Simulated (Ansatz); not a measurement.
Zinc-blende HgSe was calculated with PBEsol (plane waves, PAW; Ansatz, a first-principles code).

A relaxed, unreconstructed slab of the (110) face has 16 atoms, two equal faces of 26.602 Å² each and an energy of -152740.3994 eV. A bulk cell of 4 atoms with the same orientation and in-plane k mesh has -38185.2647 eV. Energies are extrapolated to zero smearing.

Settings: plane-wave cutoff 500 eV, 8×10×1 k mesh (along the axes of the cell as run), Fermi–Dirac smearing 0.05 eV, scalar-relativistic PAW data made under PBE.

Worked out: γ = (E_slab − N E_bulk per atom)/2A = [-152740.3994 − 16 × (-38185.2647/4)]/(2 × 26.602) = 0.0124 eV/Å². With 16.022 J/m² per eV/Å² this is 0.20 J/m², or 0.33 eV per surface cell and face.
